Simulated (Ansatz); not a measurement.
System: fcc Ag. Method: BLYP in Ansatz (plane waves, PAW).

Run with plane-wave cutoff 520 eV, 24×24×24 k mesh, Fermi–Dirac smearing 0.05 eV, no spin polarisation, scalar-relativistic PAW data made under PBE.

Cell (relaxed at this level):

```
Ag
1.0
    0.00000     2.12784     2.12784
    2.12784     0.00000     2.12784
    2.12784     2.12784     0.00000
Ag
1
Cartesian
  0.00000   0.00000   0.00000
```

Task: Give the computed bulk modulus and pressure derivative B′ of the bulk modulus.

Result: 
* **bulk modulus**: 68.9 GPa
* **pressure derivative B′ of the bulk modulus**: 5.9

The run finds no gap.

Measured, for comparison: bulk modulus 110 GPa (corrected for temperature and zero-point phonon effects, our sources range from 104 to 111; as tabulated in Levämäki et al. (2014), arXiv:1402.3671). Computed (rounded) less measured: bulk modulus -37 % (-34 % to -38 % over the range).

Note: the cell is over a tenth larger than the published one: the level's own overestimate first of all, though another phase or state, or a fault of the published cell, is possible.

Computed values are for the static lattice.

Ansatz is a quantum-chemistry and plane-wave program.
